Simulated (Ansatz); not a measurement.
Reaction: C2H6S (SMILES CSC) + H+ → C2H7S+ (SMILES C[SH+]C)
Each species at its own B3LYP-D3(BJ)/def2-TZVP minimum (Ansatz, a first-principles code).

Total energies in hartree (Ansatz). Radicals and triplets start from unrestricted determinants; spin-orbit coupling is neglected. Cores are frozen in correlated methods. No relativity.

```tsv
species	HF/cc-pV(T+d)Z	CCSD(T)/cc-pV(T+d)Z	HF/cc-pV(Q+d)Z	CCSD(T)/cc-pV(Q+d)Z	CCSD(T)/cc-pV(D+d)Z	CCSDT(Q)/cc-pV(D+d)Z
1: C2H6S (methylsulfanylmethane, SMILES CSC)	-476.80438	-477.40946	-476.81330	-477.45258	-477.25546	-477.25726
2: C2H7S+ (SMILES C[SH+]C)	-477.13645	-477.73655	-477.14558	-477.77837	-477.58508	-477.58693
```

Question: Work out the proton affinity (electronic), positive where energy is released in kcal/mol: take Hartree-Fock from cc-pV(Q+d)Z, extrapolate the CCSD(T) correlation energy as X^-3 (X = 3, 4), and add CCSDT(Q) - CCSD(T) in cc-pV(D+d)Z. 1 hartree = 627.51 kcal/mol.

Answer: 
Species 1: correlation (64·(-0.63928) - 27·(-0.60508))/37 = -0.66424; step -0.00180; E1 = -476.81330 + (-0.66424) + (-0.00180) = -477.47934
H+ has no electrons: E = 0
Species 2: correlation (64·(-0.63279) - 27·(-0.60010))/37 = -0.65664; step -0.00185; E2 = -477.14558 + (-0.65664) + (-0.00185) = -477.80407
+1·E1 -1·E2 = 0.32473 hartree = 203.8 kcal/mol.
